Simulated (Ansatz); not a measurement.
We consider rutile TiO2, described by HSE06 in Ansatz (PAW).

Run with plane-wave cutoff 460 eV, 6×6×8 k mesh (along the axes of the cell as run), Fermi–Dirac smearing 0.01 eV, no spin polarisation, scalar-relativistic PAW data made under PBE.

Cell (relaxed at this level):

```cif
data_O4Ti2
_chemical_formula_sum 'Ti2 O4'
_space_group_name_H-M_alt 'P 1'
_space_group_IT_number 1
_cell_length_a 4.58040
_cell_length_b 4.58040
_cell_length_c 2.94431
_cell_angle_alpha 90.000
_cell_angle_beta 90.000
_cell_angle_gamma 90.000
loop_
_space_group_symop_operation_xyz
  'x, y, z'
loop_
_atom_site_label
_atom_site_type_symbol
_atom_site_fract_x
_atom_site_fract_y
_atom_site_fract_z
_atom_site_occupancy
Ti1 Ti 0.00000 0.00000 0.00000 1
Ti2 Ti 0.50000 0.50000 0.50000 1
O1 O 0.30522 0.30522 0.00000 1
O2 O 0.80522 0.19478 0.50000 1
O3 O 0.19478 0.80522 0.50000 1
O4 O 0.69478 0.69478 0.00000 1
```

Task: Give the computed band gap.

Result: 
band gap: 3.44 eV (on the SCF k mesh) (direct)

Computed values are for the static lattice.

Ansatz is a quantum-chemistry and plane-wave program.
